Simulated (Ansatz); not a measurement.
Reaction (SMILES): C[O] (CH3O) -> [O-]C (an electron is taken up)

Property: adiabatic electron affinity (0 K, with zero-point energies), in eV. Positive where the reaction releases energy. Set-up: spin-orbit terms left out; non-relativistic; valence correlation only; 6-311+G** with 5d; no dispersion term unless named; LANL2DZ all-electron up to Ne; six Cartesian d functions in 6-31G* and its kin unless marked 5d; open shells spin-unrestricted. CBS marks a two-point X^-3 extrapolation of the correlation energy; Hartree-Fock from the larger set. [CCSD(T)-MP2]/basis is that difference in the basis named. First-principles rows: single points at B3LYP-D3(BJ) geometries (Ansatz, a program for electronic structure), with unscaled harmonic terms from B3LYP/6-31G* at its own minima. Anions need diffuse functions, which STO-3G, LANL2DZ, def2-SVP, cc-pVDZ and Pople sets without + lack.

Coupled cluster (Ansatz) is a level with limits of its own, used here on species with T1 under 0.025 (0.045 for open shells) and stable references: RI-MP2/CBS(aug-cc-pVTZ,aug-cc-pVQZ)+[CCSD(T)-MP2]/aug-cc-pVTZ.

Value to compare with, RI-MP2/CBS(aug-cc-pVTZ,aug-cc-pVQZ)+[CCSD(T)-MP2]/aug-cc-pVTZ (Ansatz): 1.61 eV.

```csv
level,program,"adiabatic electron affinity (0 K, with zero-point energies) (eV)",difference
B3LYP/STO-3G,Ansatz,-4.62,-6.23
B3LYP/3-21G,Ansatz,-0.05,-1.66
B3LYP/LANL2DZ,Ansatz,0.70,-0.91
B3LYP/6-31G,Ansatz,0.57,-1.04
B3LYP/6-31G*,Ansatz,0.63,-0.98
B3LYP/6-31+G*,Ansatz,1.47,-0.14
B3LYP/6-31G**,Ansatz,0.64,-0.97
B3LYP/def2-SVP,Ansatz,0.78,-0.83
B3LYP/cc-pVDZ,Ansatz,0.69,-0.92
B3LYP/6-311+G**,Ansatz,1.51,-0.10
B3LYP/def2-TZVPD,Ansatz,1.54,-0.07
```

Among the 10 habitual levels, B3LYP/STO-3G lies farthest from RI-MP2/CBS(aug-cc-pVTZ,aug-cc-pVQZ)+[CCSD(T)-MP2]/aug-cc-pVTZ (Ansatz) (-6.23 eV); 0 of 10 lie above it, and their mean absolute difference is 1.38 eV, the median 0.95. One case shows no general order.

The sets are all those run for this method; runs whose electronic state is in doubt are left out.
